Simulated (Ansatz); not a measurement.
# C2H7Si (SMILES C[SiH]C) at 6 levels

Aim: a comparison of 6 runs (UB3LYP/6-31G*, UB3LYP/6-311+G**, UBLYP/6-311+G**, UPBE/6-311+G**, USVWN5/6-311+G**) of C2H7Si. 

The calculation is run with Ansatz 0.2.0.

36 further runs of the same task are left out: 36 set aside as unsound or not needed.

## 1. The system as given

C2H7Si: 10 atoms, total charge 0, spin state doublet. SMILES: `C[SiH]C`. The C3–H9 distance was set to 1.638 Å, away from the relaxed value. At this shape a bond of the SMILES string is far longer than usual.

Bond lengths: C1–Si2 1.877 Å, Si2–C3 1.877 Å, C1–H4 1.095 Å, C1–H5 1.092 Å, C1–H6 1.092 Å, Si2–H7 1.495 Å, C3–H8 1.092 Å, C3–H10 1.095 Å. Some angles: C1–Si2–C3 111.8°, C1–Si2–H7 110.2°, C3–Si2–H7 110.2°, Si2–C1–H4 110.5°, Si2–C1–H5 111.1°, Si2–C1–H6 111.0°, Si2–C3–H8 111.0°, Si2–C3–H10 110.5°, H4–C1–H5 108.0°, H4–C1–H6 108.0°. A long bond or contact: C3–H9 1.638 Å.

## 2. A single-point energy at UB3LYP/6-31G(d) (spherical functions) (run 1)

Input file input.yaml:

```yaml
basis:
  gaussian:
    orbitals: 6-31G_st_-spherical.json
crystal:
  periodic: [false, false, false]
  atoms:
    - {symbol: C, position_ang: [-1.546863, 0.739650, -1.133107]}
    - {symbol: Si, position_ang: [0.097937, 0.687050, -0.230607]}
    - {symbol: C, position_ang: [0.263437, -0.852650, 0.829893]}
    - {symbol: H, position_ang: [-1.655263, -0.133050, -1.785907]}
    - {symbol: H, position_ang: [-1.626963, 1.635950, -1.751407]}
    - {symbol: H, position_ang: [-2.380663, 0.738550, -0.427307]}
    - {symbol: H, position_ang: [1.225537, 0.762650, -1.209107]}
    - {symbol: H, position_ang: [-0.525063, -0.894350, 1.584893]}
    - {symbol: H, position_ang: [1.708100, -0.884600, 1.600600]}
    - {symbol: H, position_ang: [0.188737, -1.754350, 0.212693]}
magnetization:
  spin_polarized: true
  initial_magnetization: 1
hamiltonian:
  xc: {name: B3LYP}
accuracy: high
output: {orbitals: {seedname: orbitals}}
```

The basis set 6-31G* is read from a file made from the Basis Set Exchange's data (not shown).

On the command line:

```bash
ansatz run input.yaml --threads 1 --pin off --max-ram 3480MiB --events-out events.jsonl --progress --plain --runs-dir runs
```

Log:

```text
Warning: RAYON_NUM_THREADS=1 ignored (pool sized by the plan → 1); use --threads N
Functional definition: B3LYP
  name "B3LYP"
  parameter a0 = 0.2
  parameter ax = 0.72
  parameter ac = 0.81
  exchange = (1 - a0 - ax)*slater_x + ax*b88_x + a0*exact_x
  correlation = (1 - ac)*vwn_rpa_c + ac*lyp_c
1464 factors; integrals over basis functions are off by at most 4.0e-9 eV
mean field evaluation 1: about -10054.8590 eV, gradient 4.0e1 eV
mean field evaluation 2: about -10047.4709 eV, gradient 5.0e1 eV
mean field evaluation 4: about -10062.7817 eV, gradient 2.8e0 eV
mean field evaluation 8: about -10062.9761 eV, gradient 1.1e-1 eV
mean field evaluation 16: about -10062.9762 eV, gradient 3.6e-4 eV
mean field -10062.97623925 eV, -369.8075558621 hartree, gradient 2.4e-8 eV, S^2 0.751194; 0 other end points of the search recorded, 0 dependent functions left out
reference -10062.97627767 eV, -369.8075572741 hartree; 17, 16 occupied and 43, 44 virtual orbitals, 1464 factors
Total energy: -10062.97627767 eV, -369.8075572741 hartree
```

Wall time 10 s (1 thread of Arm Neoverse V1, shared host); peak memory 0.26 GiB.

## 3. A single-point energy at UB3LYP/6-31G(d) (Cartesian functions) (run 2)

Input file job.yaml:

```yaml
crystal:
  periodic: [false, false, false]
  atoms:
    - {symbol: C, position_ang: [-1.546863, 0.739650, -1.133107]}
    - {symbol: Si, position_ang: [0.097937, 0.687050, -0.230607]}
    - {symbol: C, position_ang: [0.263437, -0.852650, 0.829893]}
    - {symbol: H, position_ang: [-1.655263, -0.133050, -1.785907]}
    - {symbol: H, position_ang: [-1.626963, 1.635950, -1.751407]}
    - {symbol: H, position_ang: [-2.380663, 0.738550, -0.427307]}
    - {symbol: H, position_ang: [1.225537, 0.762650, -1.209107]}
    - {symbol: H, position_ang: [-0.525063, -0.894350, 1.584893]}
    - {symbol: H, position_ang: [1.708100, -0.884600, 1.600600]}
    - {symbol: H, position_ang: [0.188737, -1.754350, 0.212693]}
basis:
  gaussian:
    orbitals: "6-31G*"
magnetization:
  spin_polarized: true
  initial_magnetization: 1
hamiltonian:
  xc: {name: B3LYP}
accuracy: high
output:
  orbitals: {seedname: orbitals}
```

On the command line:

```bash
ansatz run job.yaml --threads 1 --pin off --max-ram 3480MiB --events-out events.jsonl --progress --plain --runs-dir runs
```

Log:

```text
Warning: RAYON_NUM_THREADS=1 ignored (pool sized by the plan → 1); use --threads N
Functional definition: B3LYP
  name "B3LYP"
  parameter a0 = 0.2
  parameter ax = 0.72
  parameter ac = 0.81
  exchange = (1 - a0 - ax)*slater_x + ax*b88_x + a0*exact_x
  correlation = (1 - ac)*vwn_rpa_c + ac*lyp_c
1502 factors; integrals over basis functions are off by at most 3.8e-9 eV
mean field evaluation 1: about -10054.9641 eV, gradient 4.0e1 eV
mean field evaluation 2: about -10047.5151 eV, gradient 5.1e1 eV
mean field evaluation 4: about -10062.8977 eV, gradient 2.8e0 eV
mean field evaluation 8: about -10063.0645 eV, gradient 1.1e-1 eV
mean field evaluation 16: about -10063.0646 eV, gradient 3.6e-4 eV
mean field -10063.06460341 eV, -369.8108031852 hartree, gradient 3.1e-8 eV, S^2 0.751198; 0 other end points of the search recorded, 0 dependent functions left out
reference -10063.06464185 eV, -369.8108045977 hartree; 17, 16 occupied and 46, 47 virtual orbitals, 1502 factors
Total energy: -10063.06464185 eV, -369.8108045977 hartree
```

Wall time 9.9 s (1 thread of Arm Neoverse V1, shared host); peak memory 0.27 GiB.

## 4. The energy at UB3LYP/6-311+G(d,p) (run 3)

Input file in.yaml:

```yaml
crystal:
  periodic: [false, false, false]
  atoms:
    - {symbol: C, position_ang: [-1.546863, 0.739650, -1.133107]}
    - {symbol: Si, position_ang: [0.097937, 0.687050, -0.230607]}
    - {symbol: C, position_ang: [0.263437, -0.852650, 0.829893]}
    - {symbol: H, position_ang: [-1.655263, -0.133050, -1.785907]}
    - {symbol: H, position_ang: [-1.626963, 1.635950, -1.751407]}
    - {symbol: H, position_ang: [-2.380663, 0.738550, -0.427307]}
    - {symbol: H, position_ang: [1.225537, 0.762650, -1.209107]}
    - {symbol: H, position_ang: [-0.525063, -0.894350, 1.584893]}
    - {symbol: H, position_ang: [1.708100, -0.884600, 1.600600]}
    - {symbol: H, position_ang: [0.188737, -1.754350, 0.212693]}
basis:
  gaussian:
    orbitals: 6-311+G_st__st_-spherical.json
accuracy: high
output:
  orbitals: {seedname: orbitals}
hamiltonian:
  xc: {name: B3LYP}
magnetization:
  spin_polarized: true
  initial_magnetization: 1
```

The basis set 6-311+G** is read from a file made from the Basis Set Exchange's data (not shown).

On the command line:

```bash
ansatz run in.yaml --threads 1 --pin off --max-ram 3480MiB --events-out events.jsonl --progress --plain --runs-dir runs
```

Log:

```text
Warning: RAYON_NUM_THREADS=1 ignored (pool sized by the plan → 1); use --threads N
Functional definition: B3LYP
  name "B3LYP"
  parameter a0 = 0.2
  parameter ax = 0.72
  parameter ac = 0.81
  exchange = (1 - a0 - ax)*slater_x + ax*b88_x + a0*exact_x
  correlation = (1 - ac)*vwn_rpa_c + ac*lyp_c
2281 factors; integrals over basis functions are off by at most 6.9e-9 eV
mean field evaluation 1: about -10050.7479 eV, gradient 5.3e1 eV
mean field evaluation 2: about -10035.7429 eV, gradient 6.7e1 eV
mean field evaluation 4: about -10064.3540 eV, gradient 4.4e0 eV
mean field evaluation 8: about -10064.5343 eV, gradient 4.9e-2 eV
mean field evaluation 16: about -10064.5343 eV, gradient 2.0e-4 eV
mean field -10064.53433267 eV, -369.8648147393 hartree, gradient 3.1e-8 eV, S^2 0.751287; 0 other end points of the search recorded, 0 dependent functions left out
reference -10064.53438179 eV, -369.8648165444 hartree; 17, 16 occupied and 99, 100 virtual orbitals, 2281 factors
Total energy: -10064.53438179 eV, -369.8648165444 hartree
```

It took 17 s on 1 thread of Arm Neoverse V1, shared host; peak memory 0.51 GiB.

Runs 4 to 5 aren't shown in full; the table further down has their settings and results.

## 5. A single-point energy at USVWN5/6-311+G(d,p) (run 6)

Input file in.yaml:

```yaml
crystal:
  periodic: [false, false, false]
  atoms:
    - symbol: C
      position_ang: [-1.546863, 0.739650, -1.133107]
    - symbol: Si
      position_ang: [0.097937, 0.687050, -0.230607]
    - symbol: C
      position_ang: [0.263437, -0.852650, 0.829893]
    - symbol: H
      position_ang: [-1.655263, -0.133050, -1.785907]
    - symbol: H
      position_ang: [-1.626963, 1.635950, -1.751407]
    - symbol: H
      position_ang: [-2.380663, 0.738550, -0.427307]
    - symbol: H
      position_ang: [1.225537, 0.762650, -1.209107]
    - symbol: H
      position_ang: [-0.525063, -0.894350, 1.584893]
    - symbol: H
      position_ang: [1.708100, -0.884600, 1.600600]
    - symbol: H
      position_ang: [0.188737, -1.754350, 0.212693]
basis:
  gaussian:
    orbitals: 6-311+G_st__st_-spherical.json
magnetization:
  spin_polarized: true
  initial_magnetization: 1
hamiltonian:
  xc: {name: SVWN5}
accuracy: high
output: {orbitals: {seedname: orbitals}}
```

The basis set 6-311+G** is read from a file made from the Basis Set Exchange's data (not shown).

On the command line:

```bash
ansatz run in.yaml --threads 1 --pin off --max-ram 3480MiB --events-out events.jsonl --progress --plain --runs-dir runs
```

Log:

```text
Warning: RAYON_NUM_THREADS=1 ignored (pool sized by the plan → 1); use --threads N
Functional definition: SVWN5
  name "SVWN5"
  exchange = slater_x
  correlation = vwn5_c
2281 factors; integrals over basis functions are off by at most 6.9e-9 eV
mean field evaluation 1: about -9990.9580 eV, gradient 6.4e1 eV
mean field evaluation 2: about -9946.7705 eV, gradient 9.5e1 eV
mean field evaluation 4: about -10010.4853 eV, gradient 9.3e0 eV
mean field evaluation 8: about -10011.0005 eV, gradient 1.6e-1 eV
mean field evaluation 16: about -10011.0007 eV, gradient 8.9e-5 eV
mean field -10011.00066654 eV, -367.8974887953 hartree, gradient 3.4e-8 eV, S^2 0.751155; 0 other end points of the search recorded, 0 dependent functions left out
reference -10011.00067286 eV, -367.8974890275 hartree; 17, 16 occupied and 99, 100 virtual orbitals, 2281 factors
Total energy: -10011.00067286 eV, -367.8974890275 hartree
```

Run time: 7.8 s. Hardware: 1 thread of Arm Neoverse V1, shared host; peak memory 0.35 GiB.

## 6. All runs side by side

```tsv
run	level	Cartesian functions	energy (Eh)	HOMO energy (eV)	LUMO energy (eV)	⟨S²⟩	wall time
1	UB3LYP/6-31G* (spherical functions)	no	-369.807557	-5.15	-2.02	0.751	10 s
2	UB3LYP/6-31G* (Cartesian functions)	yes	-369.810805	-5.15	-2.02	0.751	9.9 s
3	UB3LYP/6-311+G**	no	-369.864817	-5.33	-2.27	0.751	17 s
4	UBLYP/6-311+G**	no	-369.783023	-4.31	-2.82	0.751	14 s
5	UPBE/6-311+G**	no	-369.567774	-4.51	-2.75	0.752	13 s
6	USVWN5/6-311+G**	no	-367.897489	-4.42	-3.16	0.751	7.8 s
```

## 7. Outcome

| quantity | value |
| --- | --- |
| run 6: total energy | -367.89749 Eh |
| run 6: HOMO energy (highest over α and β) | -4.42 eV |
| run 6: LUMO energy (lowest over α and β) | -3.16 eV |
| run 6: ⟨S²⟩ | 0.751 |

Totals of different functionals can't be ranked against each other. All runs together took 72 s, the longest 17 s.
